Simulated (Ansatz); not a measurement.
One starting cell of Sr (a generated cell, Sr placed in the fcc structure type) was relaxed twice with Ansatz (plane waves, PAW, scalar-relativistic): with r2SCAN at 500 eV and with PBE at 420 eV. The r2SCAN result:

```yaml
crystal:
  lattice:
    - [0.00000, 3.05008, 3.05008]
    - [3.05008, 0.00000, 3.05008]
    - [3.05008, 3.05008, 0.00000]
  atoms:
    - { symbol: Sr, position: [0.00000, 0.00000, 0.00000] }
```

```tsv
quantity	r2SCAN	PBE
space group	Fm-3m	Fm-3m
volume (Å³/atom)	56.75	54.77
a (Å)	6.100	6.028
gap (eV, no spin-orbit coupling)	0.00	0.00
```

Both levels end in the same structure; PBE's volume is 3.5 % smaller. Neither column is exact.

No spin polarisation in the result.

Measured for Sr: a 6.045 Å (static lattice; corrected from measurement; as listed in Gábor I. Csonka et al., Physical Review B (2009)). Computed minus measured — a: r2SCAN +0.9 %, PBE -0.3 %. The computed values are for a static lattice.

The run could not lose the symmetry of its start.

Ansatz is an electronic-structure program.
